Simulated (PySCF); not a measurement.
SiHCl, optimised at PBE/def2-SVP:

```xyz
3

Si     0.0684     0.1294     0.1738
Cl     0.7812     0.3014    -1.8033
H     -0.7726    -1.1512    -0.0917
```

Computed with PySCF (xtb for GFN2) and rigid-rotor harmonic-oscillator thermochemistry at 1 bar. 6-31G* has spherical d functions here. All species are closed-shell singlets. B3LYP is the form with VWN-RPA correlation. SiHCl: computed as isolated molecules; such fragments, hydroxides, amides, oligomers or adducts are transient or little studied in the gas.

Problem. List the harmonic frequencies (cm⁻¹, unscaled) at this level and at the other levels, each on its own geometry.

Solution. 
- PBE/def2-SVP: 511, 773, 1932
- B3LYP/6-31G*: 501, 819, 2033
- GFN2-xTB: 439, 715, 2065
- HF/6-31G*: 529, 901, 2227
- PBE0/def2-TZVP: 525, 811, 2018
